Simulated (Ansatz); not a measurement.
# C2H5NO: basis-set convergence

How large a basis does C2H5NO need? Two functionals are run in growing sets.

Program: Ansatz 0.2.0, Gaussian basis. Level of theory: one geometry, several basis sets. These are calculated values, not measurements.

Plan: PBE0-D4/def2-SVP; ωB97M-V/def2-SVP; PBE0-D4/def2-QZVPP; ωB97M-V/def2-QZVPP; the functionals' def2-TZVPP values are taken from earlier runs.

## (1) The relaxed structure

All runs share one geometry, relaxed beforehand with PBE0-D4 in a triple-zeta def2 set.

SMILES `COC=N`, 9 atoms, charge 0, spin multiplicity 1.

Atoms are counted from 1 here; the program's logs count them from 0.

Bond lengths: C1–O2 1.422 Å, C1–H5 1.088 Å, C1–H6 1.091 Å, C1–H7 1.091 Å, O2–C3 1.331 Å, C3–N4 1.261 Å, C3–H8 1.093 Å, N4–H9 1.014 Å. Angles: O2–C1–H5 105.8°, O2–C1–H6 110.6°, O2–C1–H7 110.6°, H5–C1–H6 110.7°, H5–C1–H7 110.7°, H6–C1–H7 108.4°, C1–O2–C3 115.7°, O2–C3–N4 123.4°, O2–C3–H8 109.6°, N4–C3–H8 127.0°, C3–N4–H9 110.5°.

Coordinates:

```xyz
9

C     0.2182    0.8952   -0.9028
O     0.0654   -0.5153   -0.8092
C    -0.1435   -0.9926    0.4157
N    -0.2062   -0.2643    1.4428
H     0.3777    1.1067   -1.9580
H    -0.6764    1.4034   -0.5383
H     1.0710    1.2294   -0.3091
H    -0.2463   -2.0798    0.3727
H    -0.3714   -0.8289    2.2691
```

## (2) PBE0-D4 in def2-SVP

Contents of in.yaml:

```yaml
crystal:
  periodic: [false, false, false]
  atoms:
    - {symbol: C, position_ang: [0.218197, 0.895211, -0.902799]}
    - {symbol: O, position_ang: [0.065396, -0.515332, -0.809160]}
    - {symbol: C, position_ang: [-0.143453, -0.992629, 0.415714]}
    - {symbol: N, position_ang: [-0.206181, -0.264319, 1.442781]}
    - {symbol: H, position_ang: [0.377702, 1.106673, -1.958026]}
    - {symbol: H, position_ang: [-0.676353, 1.403419, -0.538340]}
    - {symbol: H, position_ang: [1.070954, 1.229393, -0.309113]}
    - {symbol: H, position_ang: [-0.246264, -2.079780, 0.372694]}
    - {symbol: H, position_ang: [-0.371396, -0.828939, 2.269148]}
basis:
  gaussian: {orbitals: def2-SVP}
hamiltonian: {xc: pbe0, dispersion: d4}
output: {orbitals: {seedname: orbitals}}
```

On the command line:

```bash
> ansatz run in.yaml --threads 2 --pin off --events-out ev --progress --plain --max-ram 4352MiB
```

The runs that follow: ωB97M-V in def2-SVP; PBE0-D4 in def2-QZVPP; ωB97M-V in def2-QZVPP.

Q: Predict the results of all the runs planned. Wanted: PBE0-D4: double and triple zeta above quadruple; ωB97M-V: double and triple zeta above quadruple.

As calculated:

| quantity | value |
| --- | --- |
| PBE0-D4: double and triple zeta above quadruple | 6.91, 0.32 eV |
| ωB97M-V: double and triple zeta above quadruple | 7.16, 0.31 eV |

PBE0-D4 gains 6.58 eV from double to triple zeta, then 0.32 eV more. These are total energies; as a rule much of such shifts cancels in differences, which this series doesn't test. The LUMO of ωB97M-V is positive and keeps falling with the basis (3.31 to 1.97 eV): an unbound level that the basis holds in place.
